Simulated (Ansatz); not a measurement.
System: zinc-blende InP. Method: LDA (Ansatz, an electronic-structure program, PAW).

Total energies, extrapolated to zero smearing (they compare only within this program, potentials and cutoff; free atoms with spin allowed, lowest state found):

```tsv
system	energy (eV/atom)
zinc-blende InP, relaxed	-3091.7772
free In atom	-5454.0842
free P atom	-721.5487
```

Q: Work out the cohesive energy per atom.

A: E_coh = [1 × (-5454.0842) + 1 × (-721.5487)]/2 − (-3091.7772) = 3.96 eV/atom. The reference value is 3.47 eV/atom (measured, static lattice: zero-point vibration energy added, our sources range from 3.38 to 3.47; as tabulated in Mejia-Rodriguez and Trickey (2018), arXiv:1807.09216), not set against a level without spin–orbit coupling.

Spin–orbit coupling is left out; its size isn't shown.

The PAW data were made under PBE.
